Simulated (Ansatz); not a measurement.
`CNCSC`. The species carries charge 0 and has multiplicity 1. The geometry is a stationary point of PBE0-D4/def2-TZVP. It is one conformer, not always the lowest.

```xyz
14

C    -1.146   -1.505   -1.233
N    -1.297   -0.093   -0.950
C    -0.519    0.399    0.135
S     1.303    0.310   -0.139
C     1.829    1.086    1.393
H    -1.819   -1.784   -2.046
H    -1.436   -2.080   -0.350
H    -0.125   -1.805   -1.506
H    -1.146    0.464   -1.781
H    -0.767    1.447    0.322
H    -0.748   -0.178    1.036
H     2.918    1.131    1.382
H     1.514    0.503    2.261
H     1.439    2.103    1.476
```

**Question.** What is the dipole moment at PBE/def2-TZVPP? (Best estimate.)

**Answer.** Ansatz gave: 0.76 D, with components (-0.38, 0.35, 0.56) D in this frame, pointing from negative to positive charge.

**Question.** And with r2SCAN, B3LYP, ωB97M-V? (Best estimate.)

**Answer.** The calculation gave: r2SCAN 0.83 D, B3LYP 0.76 D, ωB97M-V 0.76 D.

**Question.** Give the Mulliken charges with PBE, B3LYP, ωB97M-V in def2-TZVPP. (Estimate.)

**Answer.** Ansatz gave: 
```tsv
atom	PBE	B3LYP	ωB97M-V
C1	-0.18	-0.17	-0.23
N2	-0.22	-0.25	-0.24
C3	-0.08	-0.07	-0.15
S4	-0.17	-0.15	-0.09
C5	-0.28	-0.29	-0.37
H6	0.09	0.10	0.11
H7	0.08	0.08	0.11
H8	0.09	0.09	0.11
H9	0.14	0.12	0.10
H10	0.11	0.11	0.14
H11	0.09	0.09	0.12
H12	0.12	0.12	0.13
H13	0.11	0.11	0.13
H14	0.10	0.11	0.13
```

B3LYP here is the variant with VWN-RPA as its local correlation; programs differ in this.
